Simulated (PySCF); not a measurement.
Coordinates in bohr (charge 0 multiplicity 2):
```
N     1.1200    0.0025   -0.0769
O    -0.1703   -0.0001    2.1083
O    -0.7033   -0.0018   -1.9284
H    -1.9583   -0.0041    1.6942
H     0.2480    0.0001   -3.4824
```

Level of theory: UPBE0 in PySCF with N def2-TZVP, O def2-TZVP, H def2-TZVP; no relativity; density-fitted integrals.

This geometry of N(OH)₂ is a stationary point at this level.

Task: What is the point group?

Result: Cs.

Task: Is it a minimum?

Result: Yes: all harmonic wavenumbers are real.

Task: List the harmonic modes with their infrared intensities.

Result: 
```
symmetry  ω (cm⁻¹)  IR (km/mol)
     a''       215          237
     a''       354         16.2
      a'       589         23.4
      a'      1027         43.4
      a'      1104          198
      a'      1342         70.2
      a'      1457         64.6
      a'      3710         37.9
      a'      3835          103
```

Task: What are the dipole moment and the gap between the highest occupied and lowest empty levels of either spin?

Result: 2.14 D and 5.16 eV.

Only a few start shapes were tried, so a lower isomer may exist.
